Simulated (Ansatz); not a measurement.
Start from `OC(F)Cl` and change one atom or group to get `OCF`.

Ansatz, PBE0-D4/def2-TZVP geometries, multiplicity 1. Each molecule was computed in one conformer, which needn't be the lowest.

```tsv
property	`OC(F)Cl`
LUMO energy (PBE0/def2-TZVPP) / eV	0.46
LUMO energy (PBE/def2-TZVPP) / eV	-0.65
size of the dipole moment (ωB97M-V/def2-TZVPP) / D	0.82
HOMO–LUMO gap (PBE0/def2-TZVPP) / eV	9.54
HOMO–LUMO gap (B3LYP/def2-TZVPP) / eV	8.92
HOMO–LUMO gap (ωB97M-V/def2-TZVPP) / eV	13.80
```

Q: Give the same properties after the change, and the shifts. (An estimate is asked.)

A: Ansatz gave: 
```csv
property,`OCF`,shift
LUMO energy (PBE0/def2-TZVPP) / eV,0.99,0.53
LUMO energy (PBE/def2-TZVPP) / eV,0.09,0.74
size of the dipole moment (ωB97M-V/def2-TZVPP) / D,1.82,1.00
HOMO–LUMO gap (PBE0/def2-TZVPP) / eV,10.11,0.57
HOMO–LUMO gap (B3LYP/def2-TZVPP) / eV,9.45,0.53
HOMO–LUMO gap (ωB97M-V/def2-TZVPP) / eV,14.02,0.22
```

Dipoles are sizes alone; their direction can turn.

B3LYP here is the variant with VWN-RPA as its local correlation; programs differ in this.
